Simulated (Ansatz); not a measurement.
# AlH₃ (triplet): the correlation ladder at scale of all distances = 0.890, cc-pVDZ

How much of the correlation energy of AlH₃ (triplet) does each wave-function method recover here?

Computed with Ansatz 0.2.0, Gaussian basis. Level: cc-pVDZ, core rule «outside noble gas», up to 5 orbitals frozen.

To be run: UHF; CCSD(T) on ROHF; CCSD(T) on UHF; BCCD(T) on ROHF; CISD; CCSDT(Q) on ROHF; CCSDT(Q) on UHF; CASSCF and MRCISD+Q, 4 electrons in 4 orbitals; CASSCF and NEVPT2, 4 electrons in 4 orbitals; CASSCF and MRCISD+Q, 6 electrons in 7 orbitals; CASSCF and NEVPT2, 6 electrons in 7 orbitals; Full CI.

19 further runs of the same task are left out: 14 that didn't finish, 5 set aside as unsound or not needed.

**1. The geometry**

The geometry derives from a PBE0/def2-TZVP stationary point (not a proven minimum). All distances are scaled together.

4 atoms, charge 0, spin multiplicity 3.

Atoms are counted from 1 here; the program's logs count them from 0.

Bond lengths: Al1–H2 1.415 Å, Al1–H3 1.640 Å, Al1–H4 1.640 Å, H3–H4 0.749 Å. Angles: H2–Al1–H3 101.8°, H2–Al1–H4 101.8°, H3–Al1–H4 26.4°, Al1–H3–H4 76.8°, Al1–H4–H3 76.8°.

**2. UHF**

File in.yaml:

```yaml
crystal:
  periodic: [false, false, false]
  atoms:
    - {symbol: Al, position_ang: [0.000000, 0.066227, -0.085113]}
    - {symbol: H, position_ang: [0.000000, -1.221444, -0.671044]}
    - {symbol: H, position_ang: [0.374378, -0.275698, 1.474722]}
    - {symbol: H, position_ang: [-0.374378, -0.275698, 1.474722]}
basis:
  gaussian: {orbitals: cc-pVDZ}
magnetization: {spin_polarized: true, initial_magnetization: 2}
hamiltonian: {xc: hf}
output: {orbitals: {seedname: orbitals}}
```

Command:

```
$ ansatz run in.yaml --threads 1 --pin off --events-out ev --progress --plain --max-ram 2393MiB
```

Further steps of the session: CCSD(T) on ROHF; CCSD(T) on UHF; BCCD(T) on ROHF; CISD; CCSDT(Q) on ROHF; CCSDT(Q) on UHF; CASSCF and MRCISD+Q, 4 electrons in 4 orbitals; CASSCF and NEVPT2, 4 electrons in 4 orbitals; CASSCF and MRCISD+Q, 6 electrons in 7 orbitals; CASSCF and NEVPT2, 6 electrons in 7 orbitals; Full CI.

**Question.** What will the summary of the whole plan be? Wanted: FCI below the RHF energy; RMP2 from FCI; UMP2 from FCI; RCCSD from FCI; RCCSD(T) from FCI; UCCSD(T) from FCI; RCCSDT(Q) from FCI; UCCSDT(Q) from FCI; NEVPT2 valence from FCI.

As calculated:

| quantity | value |
| --- | --- |
| FCI below the RHF energy | -2.5240 eV |
| RMP2 from FCI | +60.1 kJ/mol |
| UMP2 from FCI | +59.8 kJ/mol |
| RCCSD from FCI | +5.0 kJ/mol |
| RCCSD(T) from FCI | +1.3 kJ/mol |
| UCCSD(T) from FCI | +1.2 kJ/mol |
| RCCSDT(Q) from FCI | 0.0 kJ/mol |
| UCCSDT(Q) from FCI | 0.0 kJ/mol |
| NEVPT2 valence from FCI | +51.3 kJ/mol |
| MRCISD+Q valence from FCI | +1.0 kJ/mol |
| levels within 1 kcal/mol (43 meV) | RCCSD(T), UCCSD(T), BCCD(T), RCCSDT, UCCSDT, RCCSDT(Q), UCCSDT(Q), MRCISD+Q valence |
| T1 diagnostic | 0.017 |
| effectively unpaired electrons | 2.02 |

**Reading.** RCCSD(T) lands +1.3 kJ/mol from the yardstick (0.5 % of the correlation energy). One determinant dominates. Of the multireference levels listed MRCISD+Q valence comes nearest in total energy (+1.0 kJ/mol), which doesn't show that its space is the better one. These misses are within one basis, not against nature; the frozen cores of restricted and unrestricted runs differ, which can shift their rows.
